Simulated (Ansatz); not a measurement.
# Forms of CHOSi and their order

Ansatz 0.2.0, basis cc-pVDZ; geometries are PBE0/def2-TZVP minima. Wave-function levels freeze the cores; HF, MP2 and coupled cluster are restricted for singlets and unrestricted otherwise, Kohn–Sham unrestricted where that lies lower. The reference is CCSDT(Q) (coupled cluster only where its series has nearly closed). Semilocal and hybrid functionals correlate all electrons outside any core potential and usually lie nearer their basis limit than the reference, so part of their error here is the reference's basis and frozen-core error; RPA and the MP2 part of double hybrids freeze the same cores as the reference. None of these values is a measured one. Energies are electronic, without zero-point terms. The set is small: such energies can lie up to about 0.3 eV from the limit, spin gaps mostly less, so near ties and functionals' places can change in larger sets. No spin–orbit coupling and no scalar relativity. The species are chosen: bound, without strong static correlation by their natural occupations or amplitudes, and with a ladder that closes on the reference, so errors are smaller than for species at large; levels whose determinant breaks symmetry or spin markedly are left out.

A. doublet; C–O 1.331, O–Si 1.857, C–Si 1.748, C–H 1.085, angles at C 73/121/166°, angles at O 64°, angles at Si 43°. Coordinates (Å): O 0.000 -0.669 0.842; C 0.000 0.660 0.770; Si 0.000 0.053 -0.869; H 0.000 1.270 1.668
B. doublet; C–O 1.143, C–Si 1.838, Si–H 1.523, angles at C 174°, angles at Si 83°. Coordinates (Å): O 0.000 0.008 1.755; C 0.000 0.052 0.613; Si 0.000 -0.079 -1.221; H 0.000 1.442 -1.153

Task: From bonding and spin, estimate the order of these in energy at CCSDT(Q), each at its own geometry.

Result: At CCSDT(Q), above the lowest of those listed: B (0.0 kcal/mol), A (23.5 kcal/mol).

| level | A less B (kcal/mol) |
| --- | --- |
| CCSDT(Q) | 23.5 |
| HF | 26.4 |
| CCSD | 23.3 |
| CCSD(T) | 23.5 |
| CCSDT | 23.6 |
| PBE | 19.1 |
| PBE0 | 18.6 |
| B3LYP | 20.1 |
| wB97M-V | 17.2 |
| B2PLYP | 21.1 |
| RPA-PBE | 22.2 |

Every level shown puts the same form lowest.

The geometries are PBE0's, not this basis's own minima.
